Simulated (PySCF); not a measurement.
PySCF input (M06-2X/6-31G* (5d)):

```python
from pyscf import gto, dft

mol = gto.M(
    atom='''
    N    -0.00000000   -0.00000000   -0.67156643
    O     0.00000000    0.00000000    0.58762062
    ''',
    basis='6-31g*',
    charge=-1,
    spin=0,
    verbose=4,
)

mf = dft.RKS(mol, xc='m062x')
mf.grids.level = 4
mf.conv_tol = 1e-9
mf.max_cycle = 100
mf.max_memory = 1500
mf.kernel()
if not mf.converged:
    mf = mf.newton()
    mf.kernel(mf.make_rdm1())
mf.dip_moment()
```

Output:

```
PySCF version 2.14.0

[INPUT] verbose = 4
[INPUT] num. atoms = 2
[INPUT] num. electrons = 16
[INPUT] charge = -1
[INPUT] spin (= nelec alpha-beta = 2S) = 0
[INPUT] symmetry False subgroup None
[INPUT] Mole.unit = angstrom
[INPUT] Symbol           X                Y                Z      unit          X                Y                Z       unit  Magmom
[INPUT]  1 N      0.000000000000   0.000000000000  -0.671566430000 AA    0.000000000000   0.000000000000  -1.269076627152 Bohr   0.0
[INPUT]  2 O      0.000000000000   0.000000000000   0.587620620000 AA    0.000000000000   0.000000000000   1.110442036947 Bohr   0.0

nuclear repulsion = 23.5341713620069
number of shells = 12
number of NR pGTOs = 54
number of NR cGTOs = 28
basis = 6-31g*
ecp = {}

******** <class 'pyscf.dft.rks.RKS'> ********
method = RKS
initial guess = minao
damping factor = 0
level_shift factor = 0
DIIS = <class 'pyscf.scf.diis.CDIIS'>
diis_start_cycle = 1
diis_space = 8
diis_damp = 0
SCF conv_tol = 1e-09
SCF conv_tol_grad = None
SCF max_cycles = 100
direct_scf = True
direct_scf_tol = 1e-13
XC library pyscf.dft.libxc version 7.1.2
    S. Lehtola, C. Steigemann, M. J. T. Oliveira, and M. A. L. Marques,  SoftwareX 7, 1–5 (2018)
XC functionals = m062x
    Y. Zhao and D. G. Truhlar,  Theor. Chem. Acc. 120, 215 (2008)
    Y. Zhao and D. G. Truhlar,  Theor. Chem. Acc. 120, 215 (2008)
radial grids:
    Treutler-Ahlrichs [JCP 102, 346 (1995); DOI:10.1063/1.469408] (M4) radial grids

becke partition: Becke, JCP 88, 2547 (1988); DOI:10.1063/1.454033
pruning grids: <function nwchem_prune>
grids dens level: 4
symmetrized grids: False
atomic radii adjust function: <function treutler_atomic_radii_adjust>
small_rho_cutoff = 0
Set gradient conv threshold to 3.16228e-05
Initial guess from minao.
tot grids = 56136
init E= -129.732298928192

WARN: HOMO -0.126030906278357 == LUMO -0.126030906278355

cycle= 1 E= -129.696551394459  delta_E= 0.0357  |g|= 0.556  |ddm|= 1.85
  HOMO = 0.197155909200037  LUMO = 0.370177259194506  gap/eV = 4.70815
cycle= 2 E= -129.632529833393  delta_E= 0.064  |g|= 0.822  |ddm|= 0.771
  HOMO = 0.155089884110737  LUMO = 0.343163486502988  gap/eV = 5.11774
cycle= 3 E= -129.754835519326  delta_E= -0.122  |g|= 0.0926  |ddm|= 0.493
  HOMO = 0.131005861903463  LUMO = 0.321815701222131  gap/eV = 5.19220
cycle= 4 E= -129.756751502275  delta_E= -0.00192  |g|= 0.0199  |ddm|= 0.0898
  HOMO = 0.134775802150135  LUMO = 0.326964881303109  gap/eV = 5.22973
cycle= 5 E= -129.756834368555  delta_E= -8.29e-05  |g|= 0.00455  |ddm|= 0.0164
  HOMO = 0.134378694905284  LUMO = 0.326749839107901  gap/eV = 5.23469
cycle= 6 E= -129.756838702524  delta_E= -4.33e-06  |g|= 0.00123  |ddm|= 0.00402
  HOMO = 0.134410167769699  LUMO = 0.32672538343439  gap/eV = 5.23316
cycle= 7 E= -129.756839068665  delta_E= -3.66e-07  |g|= 7.77e-05  |ddm|= 0.0015
  HOMO = 0.134414614388526  LUMO = 0.326736173874902  gap/eV = 5.23334
cycle= 8 E= -129.756839072328  delta_E= -3.66e-09  |g|= 1.74e-05  |ddm|= 0.000182
  HOMO = 0.134415032212241  LUMO = 0.326737031259665  gap/eV = 5.23335
cycle= 9 E= -129.756839072557  delta_E= -2.29e-10  |g|= 5.06e-06  |ddm|= 4.77e-05
  HOMO = 0.134414975529922  LUMO = 0.326736923479118  gap/eV = 5.23335
Extra cycle  E= -129.756839072663  delta_E= -1.06e-10  |g|= 5.04e-06  |ddm|= 3.03e-05
converged SCF energy = -129.756839072663

WARN: System has nonzero charge -1; the dipole moment is origin-dependent.
Location of origin: [0. 0. 0.]

Dipole moment(X, Y, Z, Debye): -0.00000, -0.00000,  0.89662
```

The dipole moment of an ion depends on the origin.
